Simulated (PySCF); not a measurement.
# C2: the cost of one run

The runs use PySCF 2.14.0, with density-fitted response routines of our own; the level of theory stands in each step. All values are computed, except where a source is named. Atoms are numbered from 0 throughout.

**1. The molecule as given**

2 atoms, charge 0, multiplicity 1; geometry from: PBE0-D3(BJ)/def2-TZVP.

Bonds of the start (Å): C0–C1 1.25.

**2. TDDFT and polarisability: CAM-B3LYP/def2-TZVPD**

The job: settings as JSON, then the geometry in Å.

```
{"job": {"kind": "uv", "xc": "CAM-B3LYP", "basis": "def2-TZVPD", "nstates": 12, "ntriplets": 4}, "charge": 0, "multiplicity": 1}
C      0.000000    -0.000000    -0.042673
C     -0.000000     0.000000     1.203373
```

Level: TDDFT CAM-B3LYP/def2-TZVPD, vertical, gas phase, core orbitals frozen in the response.

Q: Estimate the wall time of this first job on 2 threads of Intel Xeon at 2.50GHz (Skylake/Cascade Lake), shared host.

About 2.6 s.
